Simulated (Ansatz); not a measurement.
Reaction (SMILES): N#N (N2) → N2+ (doublet, bonded as N#N) + e-
B3LYP-D3(BJ)/def2-TZVP geometries, fixed; electronic energies without zero-point terms.
Largest species:
```
N
N 1 1.0909
```
Charge 0, spin multiplicity 1.

Effect of a fitting basis named in the input at HF/aug-cc-pVTZ with Ansatz (a program for electronic structure), against the last row, where the adiabatic ionisation energy is 15.15 eV. Open shells are unrestricted. The default fits or decomposes integrals by the program's own choice; accuracy: high also tightens integrals, grids and stops.

| setting | largest shift of a total energy (mEh) | shift of the adiabatic ionisation energy (eV) |
|---|---|---|
| fitting: def2-SV(P)-JKFIT | 0.059 | 0.000 |
| fitting: def2-universal-JKFIT | 0.059 | 0.000 |
| fitting: cc-pVTZ-JKFIT | 0.131 | 0.000 |
| fitting: cc-pVQZ-JKFIT | 0.004 | 0.000 |
| fitting: cc-pV5Z-JKFIT | -0.003 | 0.000 |
| accuracy: high | -0.004 | 0.000 |
| accuracy: medium (default) | 0.000 | 0.000 |

Within 0.002 eV in the adiabatic ionisation energy: fitting: def2-SV(P)-JKFIT; fitting: def2-universal-JKFIT; fitting: cc-pVTZ-JKFIT; fitting: cc-pVQZ-JKFIT; fitting: cc-pV5Z-JKFIT; accuracy: high. The largest shift is 0.131 mEh in a total energy and 0.000 eV in the difference.
